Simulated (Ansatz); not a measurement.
The first iterations of a band of BCl₂H (4 atoms, charge 0, multiplicity 1).

Computed with RKS r2SCANh-D4/6-31G* (Ansatz).

```json
{
 "movable images": "5",
 "climbing image": "yes",
 "spring": "5.0 eV/Å²",
 "optimiser": "quadratic models (default)",
 "start path": "through a guess of the saddle point",
 "force threshold": "0.05 eV/Å",
 "iteration limit": "60",
 "end points": "relaxed"
}
```

First end point:

```xyz
4
Properties=species:S:1:pos:R:3
B 0.215 0.000 0.267
H 0.001 0.000 1.436
Cl 1.861 0.000 -0.301
Cl -1.121 0.000 -0.850
```

Last end point:

```xyz
4
Properties=species:S:1:pos:R:3
B -0.611 0.000 -0.171
H 1.253 0.000 0.540
Cl 2.502 0.000 1.001
Cl -2.188 0.000 -0.817
```

| iteration | highest image above the first end (eV) | largest band force component (eV/Å) |
| --- | --- | --- |
| 1 | 5.185 | 4.413 |
| 2 | 4.524 | 2.593 |
| 3 | 4.137 | 2.939 |
| 4 | 4.101 | 1.203 |

Task: Does the band converge within its limit, and where does its top end?

Result: It converged. It ended after 12 iterations with the highest image 3.998 eV above the first end. Neighbouring images differ by up to 2.3 eV, so the band resolves the path poorly. A vibrational analysis at the climbing image gives one clearly imaginary mode, 210i cm⁻¹: a first-order saddle point. The orbitals stay closed-shell, which can raise the energy where a bond breaks towards radicals; this wasn't checked here.

Time of the run: 78 s on 1 thread of Intel(R) Xeon(R) 6975P-C (Granite Rapids), on a shared host, peak memory 0.13 GiB.
